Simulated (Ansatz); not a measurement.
Basis-set extrapolation for BH5OSi (`BO[SiH3]`) (PBE0-D4/def2-TZVP geometry, frozen core, Ansatz 0.2.0). Multiplicity 1, RHF reference.

```
                      def2-TZVPP   def2-QZVPP
                 HF  -391.519993  -391.534856
    MP2 correlation    -0.464803    -0.499888
CCSD(T) correlation    -0.516823      not run
```

Energies in hartree. Use E(X) = E(∞) + A·exp(−7.88·√X) for Hartree–Fock and E(X) = E(∞) + B·X^(−2.97) for correlation, with X = 3 and 4, and add CCSD(T) minus MP2 of the smaller set to the MP2 limit.

Q: What is the CCSD(T) energy at the basis-set limit?

A: HF limit: -391.534856 + (-0.014863) × 0.13774 = -391.53690. MP2 limit: -0.499888 + (-0.035085) × 0.74074 = -0.52588. Higher-order term: -0.516823 − (-0.464803) = -0.05202. Total: -392.11480 hartree, 204.7 kJ/mol below CCSD(T)/def2-TZVPP.
